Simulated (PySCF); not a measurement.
# CCSDT(Q)/STO-3G run of H3PO (SMILES O=[PH3])

What is the energy change on altering one bond length of H3PO at CCSDT(Q)/STO-3G? 

Program for the calculation: PySCF 2.14.0.

8 further runs of the same task are left out: 8 set aside as unsound or not needed.

## (1) Starting point

H3PO has 5 atoms, charge 0, and is taken as a singlet. As SMILES, `O=[PH3]`. The shape is that of a GFN2-xTB optimisation.

Bond lengths: O1–P2 1.453 Å, P2–H3 1.388 Å, P2–H4 1.387 Å, P2–H5 1.387 Å. Angles: O1–P2–H3 115.2°, O1–P2–H4 115.3°, O1–P2–H5 115.2°, H3–P2–H4 103.2°, H3–P2–H5 103.0°, H4–P2–H5 103.2°.

## (2) A single-point energy at CCSDT(Q)/STO-3G

File job.py:

```python
from pyscf import gto, cc

mol = gto.M(
    atom=[
    ('O', (-1.381960, -0.328270, 0.532950)),
    ('P', (-0.058510, -0.014650, 0.022530)),
    ('H', (0.807060, 0.564860, 0.939400)),
    ('H', (0.663660, -1.098320, -0.454890)),
    ('H', (-0.030250, 0.876380, -1.039990)),
],
    verbose=3,
    max_memory=1860,
    basis='sto-3g',
)

mf = mol.RHF()
mf.conv_tol = 1e-10
mf.kernel()
if not mf.converged:
    mf = mf.newton().run(mf.mo_coeff, mf.mo_occ)

mycc = cc.CCSDT(mf, frozen=6)
mycc.kernel()
e_bracket, e_q = mycc.ccsdt_q()
etot = mycc.e_tot + e_q
print('E(%s) = %.9f' % ('CCSDT(Q)', etot))
```

Run with:

```bash
$ OMP_NUM_THREADS=1 python job.py
```

The log of the run:

```text
converged SCF energy = -412.3314600518
_make_eris_incore_RCCSDT

WARN: A large `blksize` is being used, which may cause large memory consumption
      for storing contraction intermediates. If memory is sufficient, consider using
      `pyscf.cc.rccsdt_highm.RCCSDT` instead.

RCCSDT converged
E(RCCSDT) = -412.447569555356   E_corr = -0.1161095035555253
E_corr(same-spin) = -0.0168518748510959
E_corr(oppo-spin) = -0.0992576287044295
_make_eris_incore_RCCSDT
E(CCSDT(Q)) = -412.447507086
```

Run time: 1.4 s. Hardware: 1 thread of Arm Neoverse V2, shared host; peak memory 0.12 GiB.

## (3) The distorted shape

File job.py:

```python
from pyscf import gto, scf, cc

mol = gto.M(
    atom='''
O   -2.043698  -0.485083   0.788165
P   -0.058510  -0.014650   0.022530
H    0.807060   0.564860   0.939400
H    0.663660  -1.098320  -0.454890
H   -0.030250   0.876380  -1.039990
''',
    max_memory=1860,
    verbose=4,
    basis='sto-3g',
    charge=0,
)

myscf = scf.RHF(mol)
myscf.conv_tol = 1e-10
myscf.kernel()
if not myscf.converged:
    myscf = myscf.newton().run(myscf.mo_coeff, myscf.mo_occ)

mycc = cc.CCSDT(myscf, frozen=6)
mycc.kernel()
e_bracket, e_q = mycc.ccsdt_q()
e_tot = mycc.e_tot + e_q
print('E = %.10f Eh' % e_tot)
```

Run with:

```bash
$ OMP_NUM_THREADS=1 python job.py
```

The log of the run:

```text
PySCF version 2.14.0

[INPUT] num. atoms = 5
[INPUT] num. electrons = 26
[INPUT] charge = 0
[INPUT] spin (= nelec alpha-beta = 2S) = 0
[INPUT] symmetry False subgroup None
[INPUT] Mole.unit = angstrom
[INPUT] Symbol           X                Y                Z      unit          X                Y                Z       unit  Magmom
[INPUT]  1 O     -2.043698000000  -0.485083000000   0.788165000000 AA   -3.862029501321  -0.916674017682   1.489415990968 Bohr   0.0
[INPUT]  2 P     -0.058510000000  -0.014650000000   0.022530000000 AA   -0.110567875548  -0.027684487725   0.042575529586 Bohr   0.0
[INPUT]  3 H      0.807060000000   0.564860000000   0.939400000000 AA    1.525122366091   1.067430698722   1.775208721416 Bohr   0.0
[INPUT]  4 H      0.663660000000  -1.098320000000  -0.454890000000 AA    1.254135639829  -2.075523997132  -0.859617516803 Bohr   0.0
[INPUT]  5 H     -0.030250000000   0.876380000000  -1.039990000000 AA   -0.057164215268   1.656118181046  -1.965296272286 Bohr   0.0

nuclear repulsion = 51.2130333634365
number of shells = 11
number of NR pGTOs = 51
number of NR cGTOs = 17
basis = sto-3g
ecp = {}

******** <class 'pyscf.scf.hf.RHF'> ********
method = RHF
initial guess = minao
damping factor = 0
level_shift factor = 0
DIIS = <class 'pyscf.scf.diis.CDIIS'>
diis_start_cycle = 1
diis_space = 8
diis_damp = 0
SCF conv_tol = 1e-10
SCF conv_tol_grad = None
SCF max_cycles = 50
direct_scf = True
direct_scf_tol = 1e-13
Set gradient conv threshold to 1e-05
Initial guess from minao.
init E= -411.573532783734
  HOMO = -0.336970920089987  LUMO = -0.0585748393960618  gap/eV = 7.57554
cycle= 1 E= -411.808262522417  delta_E= -0.235  |g|= 0.815  |ddm|= 2.39
  HOMO = 0.234005933199229  LUMO = 0.330292993067323  gap/eV = 2.62010
cycle= 2 E= -411.275445906903  delta_E= 0.533  |g|= 1.75  |ddm|= 3.91
  HOMO = -0.0119810670048267  LUMO = 0.369084955359208  gap/eV = 10.36933
cycle= 3 E= -412.288474118978  delta_E= -1.01  |g|= 0.194  |ddm|=  2.8
  HOMO = -0.263444196306514  LUMO = 0.422226695834686  gap/eV = 18.65806
cycle= 4 E= -412.324242473341  delta_E= -0.0358  |g|= 0.0424  |ddm|= 0.633
  HOMO = -0.281420593443395  LUMO = 0.393687981568315  gap/eV = 18.37064
cycle= 5 E= -412.325887521168  delta_E= -0.00165  |g|= 0.00982  |ddm|= 0.141
  HOMO = -0.279742871992583  LUMO = 0.385346324908352  gap/eV = 18.09800
cycle= 6 E= -412.325962850281  delta_E= -7.53e-05  |g|= 0.0015  |ddm|= 0.0347
  HOMO = -0.280673105647236  LUMO = 0.385567096715772  gap/eV = 18.12932
cycle= 7 E= -412.325964421779  delta_E= -1.57e-06  |g|= 0.00031  |ddm|= 0.00321
  HOMO = -0.280814314223916  LUMO = 0.385546166299676  gap/eV = 18.13259
cycle= 8 E= -412.325964494238  delta_E= -7.25e-08  |g|= 3.35e-05  |ddm|= 0.000818
  HOMO = -0.280816040946854  LUMO = 0.38553156645768  gap/eV = 18.13224
cycle= 9 E= -412.325964495166  delta_E= -9.28e-10  |g|= 7.72e-06  |ddm|= 0.00013
  HOMO = -0.280815660465925  LUMO = 0.385533458758333  gap/eV = 18.13228
cycle= 10 E= -412.325964495269  delta_E= -1.03e-10  |g|= 5.61e-06  |ddm|= 2.83e-05
  HOMO = -0.280816094702378  LUMO = 0.385535155357162  gap/eV = 18.13234
cycle= 11 E= -412.325964495463  delta_E= -1.94e-10  |g|= 2.79e-06  |ddm|= 7.87e-05
  HOMO = -0.280815939042403  LUMO = 0.385533655999205  gap/eV = 18.13230
cycle= 12 E= -412.325964495504  delta_E= -4.13e-11  |g|= 2.14e-07  |ddm|= 5.16e-05
  HOMO = -0.280815801431679  LUMO = 0.385533841932497  gap/eV = 18.13230
Extra cycle  E= -412.325964495505  delta_E= -2.27e-13  |g|= 9.2e-08  |ddm|= 4.98e-07
converged SCF energy = -412.325964495505

******** <class 'pyscf.cc.rccsdt.RCCSDT'> ********
RCCSDT nocc = 7, nmo = 11
Allocating only the i<=j<=k part of the T3 amplitude in memory
frozen orbitals 6
max_cycle = 50
conv_tol = 1e-07
conv_tol_normt = 1e-06
diis with the T3 amplitude
diis_space = 6
diis_start_cycle = 0
diis_start_energy_diff = 1e+09
einsum_backend: numpy
_make_eris_incore_RCCSDT
blksize  7    blksize_oovv  4    blksize_oooo  4    blksize_vvvv  1

WARN: A large `blksize` is being used, which may cause large memory consumption
      for storing contraction intermediates. If memory is sufficient, consider using
      `pyscf.cc.rccsdt_highm.RCCSDT` instead.

Approximate memory usage estimate
    T3 memory                42.0 KB
    R3 memory                42.0 KB
    Symmetrized T3 memory    28.0 KB
    ERIs memory               114 KB
    T1-ERIs memory            114 KB
    Intermediates memory      114 KB
    Block workspace          88.0 KB
    T3 einsum buffer         88.0 KB
Total estimated memory        631 KB
Init t2, MP2 energy = -412.382688905070  E_corr(MP2) -0.056724409565
Init E_corr(RCCSDT) = -0.0567244095649184
cycle =  1  E_corr(RCCSDT) = -0.074061373287  dE = -1.733696372234e-02  norm(d tamps) = 5.95551899e-02
cycle =  2  E_corr(RCCSDT) = -0.081011165649  dE = -6.949792361761e-03  norm(d tamps) = 2.88524853e-02
cycle =  3  E_corr(RCCSDT) = -0.086622675002  dE = -5.611509352569e-03  norm(d tamps) = 1.88444645e-02
cycle =  4  E_corr(RCCSDT) = -0.088121186631  dE = -1.498511629657e-03  norm(d tamps) = 1.19394567e-02
cycle =  5  E_corr(RCCSDT) = -0.089251838882  dE = -1.130652250997e-03  norm(d tamps) = 8.38327598e-03
cycle =  6  E_corr(RCCSDT) = -0.089292422808  dE = -4.058392621854e-05  norm(d tamps) = 3.33666554e-03
cycle =  7  E_corr(RCCSDT) = -0.089258719044  dE =  3.370376449212e-05  norm(d tamps) = 2.16811850e-03
cycle =  8  E_corr(RCCSDT) = -0.089257299015  dE =  1.420029120999e-06  norm(d tamps) = 1.33395145e-03
cycle =  9  E_corr(RCCSDT) = -0.089231291862  dE =  2.600715281681e-05  norm(d tamps) = 9.10729318e-04
cycle = 10  E_corr(RCCSDT) = -0.089227114592  dE =  4.177270129274e-06  norm(d tamps) = 5.44870831e-04
cycle = 11  E_corr(RCCSDT) = -0.089222385034  dE =  4.729557565600e-06  norm(d tamps) = 2.01778270e-04
cycle = 12  E_corr(RCCSDT) = -0.089221702756  dE =  6.822782447208e-07  norm(d tamps) = 1.04825973e-04
cycle = 13  E_corr(RCCSDT) = -0.089221706369  dE = -3.613289056847e-09  norm(d tamps) = 6.58252874e-05
cycle = 14  E_corr(RCCSDT) = -0.089222729343  dE = -1.022973410467e-06  norm(d tamps) = 4.38588401e-05
cycle = 15  E_corr(RCCSDT) = -0.089224542851  dE = -1.813508423792e-06  norm(d tamps) = 2.97615765e-05
cycle = 16  E_corr(RCCSDT) = -0.089226344333  dE = -1.801481355451e-06  norm(d tamps) = 2.21067332e-05
cycle = 17  E_corr(RCCSDT) = -0.089227994928  dE = -1.650595605432e-06  norm(d tamps) = 1.67579358e-05
cycle = 18  E_corr(RCCSDT) = -0.089229198144  dE = -1.203216085252e-06  norm(d tamps) = 1.28232959e-05
cycle = 19  E_corr(RCCSDT) = -0.089229832353  dE = -6.342087192218e-07  norm(d tamps) = 9.61284662e-06
cycle = 20  E_corr(RCCSDT) = -0.089229958852  dE = -1.264989418076e-07  norm(d tamps) = 6.51010169e-06
cycle = 21  E_corr(RCCSDT) = -0.089229845544  dE =  1.133075593490e-07  norm(d tamps) = 4.74879158e-06
cycle = 22  E_corr(RCCSDT) = -0.089229695697  dE =  1.498475118711e-07  norm(d tamps) = 3.34908276e-06
cycle = 23  E_corr(RCCSDT) = -0.089229637225  dE =  5.847198600306e-08  norm(d tamps) = 1.91446611e-06
cycle = 24  E_corr(RCCSDT) = -0.089229626270  dE =  1.095514688687e-08  norm(d tamps) = 1.17414103e-06
cycle = 25  E_corr(RCCSDT) = -0.089229653251  dE = -2.698103866716e-08  norm(d tamps) = 7.70940120e-07
RCCSDT converged
E(RCCSDT) = -412.4151941487554   E_corr = -0.0892296532507551
E_corr(same-spin) = -0.00224659055443408
E_corr(oppo-spin) = -0.086983062696321
_make_eris_incore_RCCSDT
[Q] correction =  2.092017187640e-06    (Q) correction = -1.155055238862e-05
E = -412.4152056993 Eh
```

It took 1.4 s on 1 thread of Arm Neoverse V2, shared host; peak memory 0.1 GiB.

## (4) Summary of results

Level: CCSDT(Q)/STO-3G, 6 core orbitals frozen.

| quantity | value |
| --- | --- |
| first shape: total energy | -412.44751 Eh |
| first shape: dipole moment (Hartree–Fock density) | 3.60 D |
| first shape: HOMO energy (Hartree–Fock orbitals) | -6.70 eV |
| first shape: LUMO energy (Hartree–Fock orbitals) | 13.06 eV |
| first shape: HOMO–LUMO gap (Hartree–Fock orbitals) | 19.76 eV |
| first shape: correlation energy (6 core orbitals frozen) | -116.0 mEh |
| first shape: T1 diagnostic | 0.021 |
| distorted shape: total energy | -412.41521 Eh |
| distorted shape: dipole moment (Hartree–Fock density) | 3.17 D |
| distorted shape: HOMO energy (Hartree–Fock orbitals) | -7.64 eV |
| distorted shape: LUMO energy (Hartree–Fock orbitals) | 10.49 eV |
| distorted shape: HOMO–LUMO gap (Hartree–Fock orbitals) | 18.13 eV |
| distorted shape: correlation energy (6 core orbitals frozen) | -89.2 mEh |
| distorted shape: T1 diagnostic | 0.010 |
| energy change with the O1–P2 bond stretched from 1.453 to 2.179 Å | 0.879 eV |

In words: With the O1–P2 bond stretched from 1.453 to 2.179 Å the energy rises by 0.88 eV (20.3 kcal/mol). The first shape isn't relaxed at this level, so the change isn't measured from a minimum. The minimal basis adds a large error of its own. The T1 diagnostic (first shape) of 0.021 is above the customary mark for such species, so a single reference may not serve. Mulliken charges (first shape) of the mean-field density run from -0.61 on O1 to +0.93 on P2; they depend strongly on the basis.
